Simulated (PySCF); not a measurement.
Checking a proposed structure

A compound C5H6 gives the data below (simulated from a calculation) and was assigned the structure `C#CCC=C`.

¹³C{¹H} NMR (computed): δ 156.0 (CH, 2C), 57.6 (CH2), 18.8 (CH, 2C).

¹H NMR (400 MHz, computed): δ 6.60 (m, 2H), 2.08 (dt, J = 4.0, 1.8 Hz, 1H), 1.95 (m, 2H), 1.63 (q, J = 4.4 Hz, 1H).

How the numbers were obtained: PBE0-D3(BJ)/def2-SVP geometry, PBE0/pcSseg-1 with gauge-including orbitals, couplings computed with B3LYP/pcJ-1 (without the spin–dipole term), in PySCF 2.14.0 with density-fitted response routines (averaged over atoms made equivalent by symmetry, fast rotation or ring inversion, single conformer, non-relativistic Hamiltonian, no solvent).

Shifts are taken against calculated references (same method and geometry level): TMS for ¹H (31.27 ppm) and ¹³C (184.41 ppm).

Question: Compare with the shifts computed for the proposed structure, pairing carbons in order of shift.

Answer: Atom-mapped SMILES (the numbers label the heavy atoms): `[CH:1]#[C:2][CH2:3][CH:4]=[CH2:5]`; H(Xn) means a hydrogen on atom n.

```
atom  computed for proposal  given list  difference
  C4                  143.1       156.0       -12.9
  C5                  124.4       156.0       -31.6
  C2                   84.1        57.6       +26.5
  C1                   75.5        18.8       +56.7
  C3                   27.1        18.8        +8.3
```

The rms difference is 32.1 ppm and the largest +56.7 ppm at C1 (terminal alkyne carbon). The proposal also would give 5 carbon signals, not 3. The carbon types in order of shift don't match either: CH, CH2, C, CH, CH2 for the proposal against CH, CH, CH2, CH, CH in the data. The proposal doesn't fit.

Question: Which isomer fits?

Answer: Bicyclo[2.1.0]pent-2-ene.

- Carbon types of the structure: 4 × CH, 1 × CH2, which accounts for all hydrogens.
- δC 156.0: alkene CH; an sp2 carbon of a C=C bond.
- δC 57.6, 18.8: three-membered-ring carbon.
- δH 6.60: hydrogen on an alkene CH; a vinylic proton, deshielded by the sp2 carbon and the C=C anisotropy.
- δH 2.08, 1.95, 1.63: hydrogen on a three-membered-ring carbon.
- The protons at 2.08 and 1.63 share a coupling of 4.0 Hz (geminal).

Other isomers checked: C#CC(=C)C (rms 36.1 ppm); C#C/C=C/C (rms 36.5 ppm).

This is the structure that produced the data.

Multiplet labels drop couplings under 1 Hz and merge nearly equal ones. Couplings among chemically equivalent protons are left out too, so labels in AA′BB′ or AA′XX′ sets are apparent multiplicities. Unscaled 3J(H,H) at this level run about 10 % above measured values. Shifts are as computed. Against solution values, carbons near 30 ppm lie about +2 ppm off and those near 130 ppm about +5 ppm. Of 1211 compounds with measured shifts, 218 miss one by over three times the rms of a fit or turn the order of signals round; such compounds aren't used in these exercises.
